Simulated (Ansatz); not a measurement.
Results of PBE-D4 (Ansatz, an electronic-structure program, PAW) for rutile TiO₂.

Numerical settings: plane-wave cutoff 500 eV, 8×8×10 k mesh (along the axes of the cell as run), gaussian smearing 0.02 eV, no spin polarisation, scalar-relativistic PAW data made under PBE.

Cell (relaxed at this level):

```yaml
crystal:
  lattice:
    - [4.60718, 0.00000, 0.00000]
    - [0.00000, 4.60718, 0.00000]
    - [0.00000, 0.00000, 2.95480]
  atoms:
    - { symbol: Ti, position: [0.00000, 0.00000, 0.00000] }
    - { symbol: Ti, position: [0.50000, 0.50000, 0.50000] }
    - { symbol: O, position: [0.30452, 0.30452, 0.00000] }
    - { symbol: O, position: [0.80452, 0.19548, 0.50000] }
    - { symbol: O, position: [0.19548, 0.80452, 0.50000] }
    - { symbol: O, position: [0.69548, 0.69548, 0.00000] }
```

Problem. Give the computed band gap.

Solution. 
* **band gap**: 1.87 eV (on the SCF k mesh)

Static lattice: no zero-point or thermal effects.

The result took very roughly 60 core-seconds.
